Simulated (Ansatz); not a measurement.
System: Cu3AsS4 (Pmn2₁, No. 31). Method: LDA (Ansatz, an electronic-structure program, plane waves, PAW).

Settings: plane-wave cutoff 500 eV, 6×6×6 k mesh, Fermi–Dirac smearing 0.05 eV, no spin polarisation, scalar-relativistic PAW data made under PBE.

Computed at the level's own relaxed cell.

Question: What does this level give for the equilibrium volume per atom?

Answer: 
equilibrium volume per atom: 17.16 Å³/atom

Note: the volume lies 6 % below that of the published cell.

The computed numbers hold no vibrational or temperature effects.

The result took roughly 17 core-minutes.
